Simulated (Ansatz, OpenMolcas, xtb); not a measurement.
Loss of H2O: C2H3FO → C2HF + H2O

Species: C2H3FO `FC1CO1`, singlet; C2HF (fluoroacetylene) `C#CF`, singlet; H2O (water) `O`, singlet. 

Shapes, held fixed at every level: PBE0-D4/def2-TZVP. Programs: Ansatz 0.2.0, OpenMolcas 26.06, xtb 6.7.1. The zero-point and thermal change to 298 K, harmonic and unscaled (PBE0-D4/def2-TZVP), is -12.5 kJ/mol.

```tsv
level	kind	ΔH(298 K) (kJ/mol)	less CCSD(T)/CBS estimate
GFN0-xTB	semi-empirical	+115.1	-14.4
PBE-D4/def2-TZVPP	GGA	+160.2	+30.7
B3LYP/6-31G* (spherical functions)	global hybrid	+199.2	+69.7
r2SCAN0-D4/def2-TZVPP	global hybrid	+168.9	+39.4
wB97M-V/def2-TZVPP	range-separated hybrid	+147.8	+18.3
wB97X-V/def2-TZVPP	range-separated hybrid	+169.0	+39.5
MP2/def2-SVP	perturbation theory	+150.6	+21.1
CCSD/def2-TZVPP	coupled cluster or CI	+135.1	+5.6
CCSD(T)/CBS estimate	coupled cluster or CI	+129.5	0.0
```

The highest level, CCSD(T)/CBS estimate, gives ΔH(298 K) = +129.5 kJ/mol; the levels span +115.1 to +199.2. The column of differences is taken from that level and isn't an error. No measured value is set beside it here. The CBS estimate extrapolates MP2 from def2-TZVPP and def2-QZVPP and adds CCSD(T) − MP2 in the triple-zeta set, cores frozen.
